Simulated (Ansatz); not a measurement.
Geometry optimisation, Ansatz, RKS B3LYP/6-31G*.

The input (input.yaml):

```yaml
crystal:
  periodic: [false, false, false]
  atoms:
    - { symbol: Al, position_ang: [0.015272, 0.165704, 0.007084] }
    - { symbol: F, position_ang: [-0.06807, 0.394981, 1.667707] }
    - { symbol: H, position_ang: [1.445101, 0.182785, -0.662321] }
    - { symbol: H, position_ang: [-1.352932, 0.005783, -0.760207] }
    - { symbol: P, position_ang: [0.169449, -3.069279, 1.282641] }
    - { symbol: H, position_ang: [-0.65354, -2.9258, 0.129221] }
    - { symbol: H, position_ang: [1.387852, -2.824221, 0.590597] }
    - { symbol: H, position_ang: [0.014368, -1.729554, 1.736877] }
basis:
  gaussian: { orbitals: "6-31G*" }
hamiltonian:
  xc: b3lyp
relax:
  f_tol: 0.03
  max_steps: 50
```

Launched with:

```bash
$ ansatz run input.yaml --threads 1 --pin off --max-ram 2048MiB --backend cpu --events-out ev --progress --plain --runs-dir out
```

Problem. Where does it end, and by what steps?

Solution. It converged. The force dipped under the threshold on the way, but the program's further checks kept it going. After 8 steps the energy has fallen by 0.052 eV; H8 moved furthest, 0.30 Å.

```csv
step,energy less start (eV),largest force component (eV/Å),accepted
0,0.0000,0.339,yes
1,-0.0216,0.598,yes
2,-0.0449,0.396,yes
3,-0.0497,0.111,yes
4,-0.0507,0.183,yes
5,-0.0516,0.104,yes
6,-0.0511,0.152,no
7,-0.0521,0.003,yes
8,-0.0521,0.019,yes
```

```xyz
8
Properties=species:S:1:pos:R:3
Al 0.024 0.187 0.006
F -0.119 0.651 1.595
H 1.480 0.142 -0.608
H -1.314 -0.066 -0.796
P 0.214 -3.186 1.209
H -0.715 -2.842 0.183
H 1.348 -2.722 0.481
H 0.040 -1.964 1.921
```

Whether the end is a true minimum wasn't checked by a vibrational analysis.

Time of the run: 23 s on 1 thread of Arm Neoverse V2, with other jobs on the host, peak memory 0.13 GiB.
